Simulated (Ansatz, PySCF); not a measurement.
Species: CH₃S, net charge 0, doublet state. It need not be the lowest isomer of its formula. SMILES: C[S]
Geometry from a B3LYP-D3(BJ)/def2-TZVP (Ansatz, a quantum-chemistry and plane-wave program) optimisation:
```
C
H 1 1.0894
H 1 1.0894 2 110.92
H 1 1.0953 2 107.93 3 118.03
S 1 1.7974 2 111.69 4 116.67
```
Charge 0, spin multiplicity 2.

Property: atomisation energy (electronic, to ground-state atoms), in kcal/mol. Cores are frozen in the correlated levels unless marked. UHF or UKS for open shells. No spin-orbit coupling. No relativistic terms. The coupled-cluster limit lacks core correlation, which all-electron functionals hold. CBS marks a two-point X^-3 extrapolation of the correlation energy; Hartree-Fock from the larger set. [CCSD(T)-MP2]/basis is that difference in the basis named.

```
level                                                                             program  atomisation energy (kcal/mol)
-------------------------------------------------------------------------  --------------  -----------------------------
HF-D4/def2-TZVPD                                                            PySCF + dftd4                          289.2
B2GP-PLYP-D4/def2-TZVPD                                                    Ansatz + dftd4                     (withheld)
CCSD/STO-3G                                                                        Ansatz                          401.0
CCSD/6-31G                                                                         Ansatz                          319.3
CCSD/aug-cc-pV(T+d)Z                                                               Ansatz                          369.8
RI-MP2/CBS(aug-cc-pV(T+d)Z,aug-cc-pV(Q+d)Z)+[CCSD(T)-MP2]/aug-cc-pV(T+d)Z          Ansatz                     (withheld)
```

**Question.** Some entries are withheld; supply them.

**Answer.** 
- B2GP-PLYP-D4/def2-TZVPD, atomisation energy (kcal/mol): 376.7
- RI-MP2/CBS(aug-cc-pV(T+d)Z,aug-cc-pV(Q+d)Z)+[CCSD(T)-MP2]/aug-cc-pV(T+d)Z, atomisation energy (kcal/mol): 382.3
